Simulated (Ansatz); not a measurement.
Candidates: SnCl2 (Pnma, No. 62), GaI3 (P2₁/c, No. 14), BaBr2 (Pnma, No. 62), CdBr2 (P6₃mc, No. 186), SnF4 (I4/mmm, No. 139), PbF2 (Pnma, No. 62). Level: r²SCAN (PAW; Ansatz, a quantum-chemistry and plane-wave program).

Ansatz's runs of these crystals have no spin polarisation.

Spin–orbit coupling is left out, also for the solids with elements from indium on (SnCl2, GaI3, BaBr2, SnF4, PbF2); its size isn't shown.

Ansatz's density-functional and Hartree–Fock values are scalar-relativistic unless marked +SOC, with PAW data made under PBE.

Question: Which of them have a computed volume per atom between 29 and 40 Å³/atom?

Answer: BaBr2 (Pnma, No. 62), CdBr2 (P6₃mc, No. 186). The values: SnCl2 (Pnma, No. 62) 27.84 Å³/atom; GaI3 (P2₁/c, No. 14) 44.60 Å³/atom; BaBr2 (Pnma, No. 62) 34.57 Å³/atom; CdBr2 (P6₃mc, No. 186) 30.52 Å³/atom; SnF4 (I4/mmm, No. 139) 13.08 Å³/atom; PbF2 (Pnma, No. 62) 15.97 Å³/atom.
